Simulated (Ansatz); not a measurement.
Input file:

```yaml
crystal:
  periodic: [false, false, false]
  atoms:
    - {symbol: B, position_ang: [0.000000, 0.000000, 0.000000]}
    - {symbol: H, position_ang: [0.000000, 0.000000, 0.638109]}
basis:
  gaussian: {orbitals: def2-mTZVP}
magnetization: {spin_polarized: true, initial_magnetization: 4}
correlation: {method: ccsdt, electrons: outside_noble_gas}
```

```sh
$ ansatz run in.yaml --threads 1 --pin off --events-out ev --progress --plain --max-ram 2393MiB
```

Q: One thing in this input was set wrong on purpose, beside settings that are merely unusual. What is the gravest fault, and what does the program do?

A: Coordinates in the wrong unit (values in bohr typed as Å, so distances are 1.89 times too long). How the run ends: converged.
```
341 factors; integrals over basis functions are off by at most 2.0e-7 eV
mean field evaluation 1: about -663.4422 eV, gradient 8.8e0 eV
mean field evaluation 2: about -663.4599 eV, gradient 8.8e0 eV
mean field evaluation 4: about -664.0377 eV, gradient 4.5e-1 eV
mean field evaluation 8: about -664.0400 eV, gradient 1.1e-6 eV
mean field evaluation 16: about -664.0398 eV, gradient 1.2e-1 eV
mean field -664.04000246 eV, -24.4030199878 hartree, gradient 1.6e-6 eV, S^2 6.000009; 0 other end points of the search recorded, 0 dependent functions left out
1 core orbitals not correlated: weight in the atoms' cores, before any rotation towards them, 1.000 or more for the frozen orbitals, at most 0.000 for the correlated occupied ones
reference -664.04000246 eV, -24.4030199878 hartree; 4, 0 occupied and 17, 21 virtual orbitals, 341 factors
second order -0.44886407 eV of doubles, -0.00000000 eV of singles
cycle   1  -0.54776020 eV  change   -9.9e-2 eV  update   1.9e-2
cycle   2  -0.58312604 eV  change   -3.5e-2 eV  update   6.6e-3
cycle   3  -0.58339548 eV  change   -2.7e-4 eV  update   1.4e-3
cycle   4  -0.58338243 eV  change    1.3e-5 eV  update   1.9e-4
cycle   5  -0.58336199 eV  change    2.0e-5 eV  update   2.8e-5
cycle   6  -0.58336974 eV  change   -7.7e-6 eV  update   4.7e-6
cycle   7  -0.58336859 eV  change    1.2e-6 eV  update   1.2e-6
cycle   8  -0.58336844 eV  change    1.5e-7 eV  update   1.9e-7
Total energy: -664.62337090 eV, -24.4244583825 hartree
```
